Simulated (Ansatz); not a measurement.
The same path of BF2H + H (5 atoms, charge 0, multiplicity 2) was run twice with different band settings. Lost on the way: B1–H2. Made: H2–H5.

Method: UKS PBE0-D4/def2-SVP (Ansatz).

Relaxed end points:

```xyz
5
Properties=species:S:1:pos:R:3
B 0.000 -0.018 -0.310
H 0.000 -0.091 0.890
F 1.125 0.023 -0.986
F -1.125 0.023 -0.986
H 0.000 0.064 3.911
```

```xyz
5
Properties=species:S:1:pos:R:3
B 0.000 0.004 -0.582
H 0.000 -0.007 2.395
F 1.137 0.007 -1.225
F -1.137 0.007 -1.225
H 0.000 -0.010 3.157
```

Common settings: movable images 7; climbing image yes; spring 5.0 eV/Å²; optimiser quadratic models (default); start path through a guess of the saddle point; iteration limit 60; end points relaxed.

| run | force threshold |
| --- | --- |
| 1 | 0.05 eV/Å |
| 2 | 0.5 eV/Å |

(1) What does each run give, and how far can it be trusted?

Results:

(1) Run 1: converged after 24 iterations, highest image 0.491 eV above the first end. Beside the main top the profile has a ripple of under 15 meV (maxima at images 4, 7), which may be a very shallow well or noise. A vibrational analysis at the climbing image gives one clearly imaginary mode, 739i cm⁻¹: a first-order saddle point.
Run 2: converged after 9 iterations, highest image 0.482 eV above the first end. The threshold of 0.5 eV/Å is loose, so the images may lie well off the minimum-energy path. The order of the stationary point at the top wasn't checked.
